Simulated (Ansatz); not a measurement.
**Zinc-blende MgS (metastable phase): band gap by level of theory**

Unless a cell is named, each level is at its own relaxed cell (PBEsol-D3(BJ) 21.93, r²SCAN+rVV10 22.51 Å³/atom).

Q: Put these levels in order of the band gap that they give for zinc-blende MgS (metastable phase), smallest first: BLYP (Ansatz, a first-principles code), PBEsol-D3(BJ) (Ansatz), r²SCAN+rVV10 (Ansatz).

A: PBEsol-D3(BJ) (3.46 eV), BLYP (3.71 eV), r²SCAN+rVV10 (4.11 eV)

Computed values are for a static lattice.  Values are at the level's own equilibrium cell; BLYP at the measured cell. Cutoffs differ between the levels. Ansatz's density-functional and Hartree–Fock values are scalar-relativistic unless marked +SOC, with PAW data made under PBE.
